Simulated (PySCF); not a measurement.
Compound: C₄H₃FS.
InChI=1S/C4H3FS/c5-4-2-1-3-6-4/h1-3H

Level of theory: TDDFT CAM-B3LYP/def2-SVPD, vertical, gas phase, core orbitals frozen in the response (PySCF 2.14.0, density-fitted response routines). Isolated species at its GFN2-xTB geometry, gas phase.

Q: What does the calculation give for the low-lying excited states?

A: 

```json
{"state": "S1", "λ (nm)": "217.0", "E (eV)": "5.71", "f": "0.073", "|μ| (D)": "1.84", "symmetry": "A′", "main configurations (H = HOMO, L = LUMO)": "H→L (96%)"}
{"state": "S2", "λ (nm)": "212.4", "E (eV)": "5.84", "f": "0.0021", "|μ| (D)": "0.30", "symmetry": "A″", "main configurations (H = HOMO, L = LUMO)": "H→L+1 (85%)"}
{"state": "S3", "λ (nm)": "202.1", "E (eV)": "6.13", "f": "0.088", "|μ| (D)": "1.94", "symmetry": "A′", "main configurations (H = HOMO, L = LUMO)": "H-1→L (82%), H→L+5 (11%)"}
{"state": "S4", "λ (nm)": "198.0", "E (eV)": "6.26", "f": "0.0001", "|μ| (D)": "0.08", "symmetry": "–", "main configurations (H = HOMO, L = LUMO)": "H-1→L+1 (80%)"}
{"state": "S5", "λ (nm)": "185.7", "E (eV)": "6.68", "f": "0.0000", "|μ| (D)": "0.03", "symmetry": "–", "main configurations (H = HOMO, L = LUMO)": "H→L+2 (81%), H→L+3 (8%)"}
{"state": "S6", "λ (nm)": "175.9", "E (eV)": "7.05", "f": "0.011", "|μ| (D)": "0.65", "symmetry": "A″", "main configurations (H = HOMO, L = LUMO)": "H→L+3 (50%), H→L+4 (37%)"}
{"state": "S7", "λ (nm)": "169.6", "E (eV)": "7.31", "f": "0.0076", "|μ| (D)": "0.52", "symmetry": "A″", "main configurations (H = HOMO, L = LUMO)": "H-1→L+2 (75%), H→L+3 (10%)"}
{"state": "S8", "λ (nm)": "166.7", "E (eV)": "7.44", "f": "0.0030", "|μ| (D)": "0.33", "symmetry": "A″", "main configurations (H = HOMO, L = LUMO)": "H→L+4 (37%), H→L+6 (14%), H→L+3 (14%)"}
```

Triplets (Tamm–Dancoff): T1 3.70 eV, H→L (94%); T2 4.85 eV, H-1→L (88%); T3 5.57 eV, H→L+1 (79%).

The lowest singlet lies at 5.71 eV (217 nm, ultraviolet) and is of moderate strength; its leading configuration is HOMO→LUMO (96%). The strongest level in the table is S3 at 6.13 eV (202 nm, f = 0.088). Löwdin shares by element: HOMO carbon 80% (atoms not listed hold the other 20%); LUMO carbon 54% or more, sulfur 24% (atoms not listed hold the other 22%). The oscillator strengths of these states sum to 0.185; summed over the whole spectrum of an exact calculation they would give the number of electrons, 52 (Thomas–Reiche–Kuhn). The listed states span 1.72 eV, and the widest gap between neighbours is 0.42 eV (S4 to S5). Of the 8 states listed, 3 reach f = 0.01 and 2 stay under 0.0005. Symmetry labels in Cs follow from the direction of the transition dipole and are given only for states with f of 0.002 or more. Singlets were solved by full linear response, triplets in the Tamm–Dancoff approximation.

On one thread, Arm Neoverse V1 (shared host), this took 15 s wall.
